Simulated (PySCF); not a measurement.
Method: PySCF energies plus ideal-gas RRHO corrections (1 bar). The comparison is the NASA 1993 polynomial table, which mixes measured and estimated data. 6-31G* has spherical d functions here. All species are closed-shell singlets. The harmonic model lacks anharmonicity and excited electronic states, which grow with temperature; levels with a mode under 35 cm⁻¹ are left out. The table's entry may be an old estimate for SiHF3 (not checked at source).

Harmonic frequencies at HF/6-31G* (cm⁻¹): 321, 321, 447, 910, 933, 933, 1080, 1080, 2562. Point group C3v; S°(298 K) = 275.6 J/mol/K at this level.

Work out Cp and S° of gaseous SiHF3 at 500, 800, 1200, 1600, 2000 K from these, and set them beside the table.


```csv
T (K),Cp HF/6-31G*,Cp table,S° HF/6-31G*,S° table
500,78.4,80.9,311.7,314.7
800,91.3,93.1,351.7,355.8
1200,98.8,99.8,390.4,395.0
1600,102.3,103.2,419.4,424.2
2000,104.2,105.0,442.4,447.5
```
Units J/mol/K.
